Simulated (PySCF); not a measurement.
Species: cyclopropene, C3H4.
Bonds: C1–C2 (double), C2–C3, C1–C3. Hydrogens: H4 on C1; H5 on C2; H6, H7 on C3.

Computed with PySCF at wB97X-D/pcSseg-2, non-relativistic, on one gas-phase PBE0-D3(BJ)/def2-TZVP geometry that isn't relaxed in the solvent. The solvent is an IEF-PCM continuum (cavity from Bondi-type radii × 1.2). The model holds no explicit solvent molecules, cavitation or dispersion.

Gas phase at wB97X-D/pcSseg-2: HOMO -9.11 eV, LUMO 1.91 eV, dipole 0.49 D.

Question: What does the continuum do to the energy, the frontier levels and the dipole at wB97X-D/pcSseg-2 in chloroform?

Answer: 
```
   solvent      ε  E(solvent) − E(gas) (kJ/mol)  polarisation term (kJ/mol)  distortion of the solute (kJ/mol)  HOMO (eV)  LUMO (eV)  dipole (D)
chloroform  4.711                         -4.81                       -5.13                               0.32      -9.09       1.94        0.58
```

The polarisation term is half the interaction of the solute with the surface charges that it induces; the rest is the cost of distorting the solute's density. The sum is the electrostatic part of solvation alone.

Time: 7.3 s of wall time; peak memory 0.72 GiB. Hardware: one thread, Arm Neoverse V1 (aarch64), no GPU, shared host with 32 logical CPUs at a one-minute load of 17. This is the whole shielding run at wB97X-D/pcSseg-2 in chloroform, SCF included.

Note: wB97X-D ran without an empirical dispersion term, which enters the total energy and its gradient alone.
